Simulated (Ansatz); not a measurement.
**Molecular dynamics of C3H8O3**

Input file:

```yaml
crystal:
  periodic: [false, false, false]
  atoms:
    - { symbol: C, position_ang: [-0.201546, -1.602077, -0.212867] }
    - { symbol: C, position_ang: [0.186206, -0.181561, 0.113104] }
    - { symbol: O, position_ang: [1.357983, 0.238553, -0.634754] }
    - { symbol: O, position_ang: [0.461356, -0.111325, 1.509171] }
    - { symbol: C, position_ang: [-0.845075, 0.875244, -0.252143] }
    - { symbol: O, position_ang: [-0.352066, 2.151427, 0.213165] }
    - { symbol: H, position_ang: [-0.345952, -1.718127, -1.289776] }
    - { symbol: H, position_ang: [0.589029, -2.283272, 0.116211] }
    - { symbol: H, position_ang: [-1.120375, -1.876362, 0.312217] }
    - { symbol: H, position_ang: [2.137682, -0.242672, -0.300822] }
    - { symbol: H, position_ang: [0.427534, 0.838218, 1.75848] }
    - { symbol: H, position_ang: [-1.780915, 0.692966, 0.276531] }
    - { symbol: H, position_ang: [-1.02348, 0.877835, -1.332683] }
    - { symbol: H, position_ang: [0.496818, 2.312052, -0.246933] }
basis:
  gaussian: { orbitals: "6-31G" }
hamiltonian:
  xc: pbe0
md:
  timestep: 0.5
  n_steps: 100
  ensemble: nvt_nose_hoover
  temperature: 300.0
  initial_velocities: maxwell_boltzmann
  seed: 151526
scf:
  lower_state_search: "off"
```

Launched with:

```bash
$ ansatz run input.yaml --threads 1 --pin off --max-ram 2048MiB --backend cpu --events-out ev --progress --plain --runs-dir out
```

It starts from a relaxed structure.

Output, in part (one step line in 4, the closing report, with atoms numbered from 0):

```
md step     0: t =     0.00 fs  T =   300.0 K  F+E_penalty+E_count = -9369.06902189 eV  E_kin = 0.465336 eV  conserved = -9368.60368589 eV  (15 SCF iters)
md step     4: t =     2.00 fs  T =   238.9 K  F+E_penalty+E_count = -9368.97258788 eV  E_kin = 0.370584 eV  conserved = -9368.60201154 eV  (20 SCF iters)
md step     8: t =     4.00 fs  T =   198.0 K  F+E_penalty+E_count = -9368.90988892 eV  E_kin = 0.307109 eV  conserved = -9368.60284231 eV  (20 SCF iters)
md step    12: t =     6.00 fs  T =   133.6 K  F+E_penalty+E_count = -9368.80919059 eV  E_kin = 0.207174 eV  conserved = -9368.60219458 eV  (21 SCF iters)
md step    16: t =     8.00 fs  T =   115.3 K  F+E_penalty+E_count = -9368.78058813 eV  E_kin = 0.178817 eV  conserved = -9368.60210581 eV  (21 SCF iters)
md step    20: t =    10.00 fs  T =   147.2 K  F+E_penalty+E_count = -9368.83057338 eV  E_kin = 0.228374 eV  conserved = -9368.60282072 eV  (21 SCF iters)
md step    24: t =    12.00 fs  T =   152.4 K  F+E_penalty+E_count = -9368.83778700 eV  E_kin = 0.236440 eV  conserved = -9368.60237822 eV  (21 SCF iters)
md step    28: t =    14.00 fs  T =   161.0 K  F+E_penalty+E_count = -9368.85092071 eV  E_kin = 0.249698 eV  conserved = -9368.60279567 eV  (21 SCF iters)
md step    32: t =    16.00 fs  T =   138.9 K  F+E_penalty+E_count = -9368.81550880 eV  E_kin = 0.215506 eV  conserved = -9368.60216894 eV  (21 SCF iters)
md step    36: t =    18.00 fs  T =   143.4 K  F+E_penalty+E_count = -9368.82254208 eV  E_kin = 0.222451 eV  conserved = -9368.60291177 eV  (21 SCF iters)
md step    40: t =    20.00 fs  T =   120.8 K  F+E_penalty+E_count = -9368.78584312 eV  E_kin = 0.187384 eV  conserved = -9368.60198446 eV  (21 SCF iters)
md step    44: t =    22.00 fs  T =   136.4 K  F+E_penalty+E_count = -9368.81023653 eV  E_kin = 0.211536 eV  conserved = -9368.60299726 eV  (20 SCF iters)
md step    48: t =    24.00 fs  T =   105.3 K  F+E_penalty+E_count = -9368.76051742 eV  E_kin = 0.163303 eV  conserved = -9368.60236487 eV  (21 SCF iters)
md step    52: t =    26.00 fs  T =    87.8 K  F+E_penalty+E_count = -9368.73266939 eV  E_kin = 0.136260 eV  conserved = -9368.60224481 eV  (21 SCF iters)
md step    56: t =    28.00 fs  T =    91.3 K  F+E_penalty+E_count = -9368.73768228 eV  E_kin = 0.141557 eV  conserved = -9368.60276881 eV  (21 SCF iters)
md step    60: t =    30.00 fs  T =    89.5 K  F+E_penalty+E_count = -9368.73329671 eV  E_kin = 0.138895 eV  conserved = -9368.60182279 eV  (14 SCF iters)
md step    64: t =    32.00 fs  T =   160.4 K  F+E_penalty+E_count = -9368.84310870 eV  E_kin = 0.248823 eV  conserved = -9368.60301487 eV  (21 SCF iters)
md step    68: t =    34.00 fs  T =   176.0 K  F+E_penalty+E_count = -9368.86475287 eV  E_kin = 0.273057 eV  conserved = -9368.60231068 eV  (21 SCF iters)
md step    72: t =    36.00 fs  T =   195.3 K  F+E_penalty+E_count = -9368.89304008 eV  E_kin = 0.302904 eV  conserved = -9368.60287599 eV  (21 SCF iters)
md step    76: t =    38.00 fs  T =   172.3 K  F+E_penalty+E_count = -9368.85461874 eV  E_kin = 0.267245 eV  conserved = -9368.60239360 eV  (20 SCF iters)
md step    80: t =    40.00 fs  T =   139.3 K  F+E_penalty+E_count = -9368.80142814 eV  E_kin = 0.216023 eV  conserved = -9368.60236047 eV  (21 SCF iters)
md step    84: t =    42.00 fs  T =   128.6 K  F+E_penalty+E_count = -9368.78313200 eV  E_kin = 0.199536 eV  conserved = -9368.60231373 eV  (21 SCF iters)
md step    88: t =    44.00 fs  T =   140.3 K  F+E_penalty+E_count = -9368.79927635 eV  E_kin = 0.217574 eV  conserved = -9368.60229271 eV  (21 SCF iters)
md step    92: t =    46.00 fs  T =   165.3 K  F+E_penalty+E_count = -9368.83618631 eV  E_kin = 0.256437 eV  conserved = -9368.60261508 eV  (21 SCF iters)
md step    96: t =    48.00 fs  T =   180.6 K  F+E_penalty+E_count = -9368.85700873 eV  E_kin = 0.280061 eV  conserved = -9368.60246694 eV  (21 SCF iters)
md step   100: t =    50.00 fs  T =   179.6 K  F+E_penalty+E_count = -9368.85272654 eV  E_kin = 0.278593 eV  conserved = -9368.60259563 eV  (20 SCF iters)
Total energy: -9368.85274397 eV, -344.2989879043 hartree
Atom 0 at    -0.212616    -1.616643    -0.233106 Å, force     0.712214     1.345521    -0.300594 eV/Å
Atom 1 at     0.186091    -0.174226     0.159697 Å, force     0.052278    -1.010497    -0.899474 eV/Å
Atom 2 at     1.347889     0.235919    -0.676342 Å, force     0.359572    -0.404135     0.854326 eV/Å
Atom 3 at     0.467635    -0.081913     1.516490 Å, force     0.362273     0.569197     1.192947 eV/Å
Atom 4 at    -0.828186     0.848789    -0.223286 Å, force    -0.753985     0.770397    -0.684427 eV/Å
Atom 5 at    -0.352668     2.147230     0.224898 Å, force     0.527355    -0.221768    -0.678363 eV/Å
Atom 6 at     0.008938    -1.679261    -1.298840 Å, force    -0.045998    -0.261303    -0.112191 eV/Å
Atom 7 at     0.376236    -2.345763     0.305443 Å, force     0.169070    -0.220881     0.276795 eV/Å
Atom 8 at    -1.264758    -1.792553    -0.095834 Å, force    -0.576957    -0.154117     0.339940 eV/Å
Atom 9 at     2.156071    -0.228640    -0.334739 Å, force    -0.617932     0.375422    -0.244589 eV/Å
Atom 10 at     0.405430     0.875175     1.818010 Å, force     0.041394    -0.907342    -0.593173 eV/Å
Atom 11 at    -1.799590     0.734258     0.244568 Å, force    -0.074900    -0.396617     0.224196 eV/Å
Atom 12 at    -0.957428     0.814437    -1.316447 Å, force    -0.057466     0.162880     0.159875 eV/Å
Atom 13 at     0.457590     2.265960    -0.329132 Å, force    -0.096918     0.353244     0.464731 eV/Å
Dipole moment:     0.089572    -0.223999    -0.188182 e Å
```

The run went to its last step. The conserved energy stayed within 0.15 meV per atom of its start (net change 0.078 meV per atom), so the integration is sound. The mean temperature of the second half is 52 % below the set value. A run of 0.05 ps of so small a system gives no equilibrium averages. Limits of this set-up: no polarisation functions.

The same pairs are bonded in the first frame and the last. Pairs count as bonded within 1.25 times the sum of covalent radii (0.12 Å more for H–H).

Last frame:

```xyz
14
Properties=species:S:1:pos:R:3
C -0.213 -1.617 -0.233
C 0.186 -0.174 0.160
O 1.348 0.236 -0.676
O 0.468 -0.082 1.516
C -0.828 0.849 -0.223
O -0.353 2.147 0.225
H 0.009 -1.679 -1.299
H 0.376 -2.346 0.305
H -1.265 -1.793 -0.096
H 2.156 -0.229 -0.335
H 0.405 0.875 1.818
H -1.800 0.734 0.245
H -0.957 0.814 -1.316
H 0.458 2.266 -0.329
```

Time of the run: 7.2 min on 1 CPU thread of a shared host.
